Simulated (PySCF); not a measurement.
These are B3LYP-D3(BJ)/def2-TZVP in PySCF values and carry that method's errors. Gas-phase values, no solvent. One relaxed conformer stands for a flexible species; it need not be the lowest. B3LYP has the VWN-RPA correlation part, as in Gaussian. 

Reference species (SMILES): `O=C1CO1` (neutral, multiplicity 1).

- LUMO = -0.42 eV
- HOMO = -8.10 eV

Changed species: `O=CC=O` (O–C–C–O torsion 180°).

Problem. What does the change do to the LUMO and HOMO?

Solution. the LUMO falls by 3.00 eV, to -3.42 eV; the HOMO rises by 0.45 eV, to -7.65 eV.
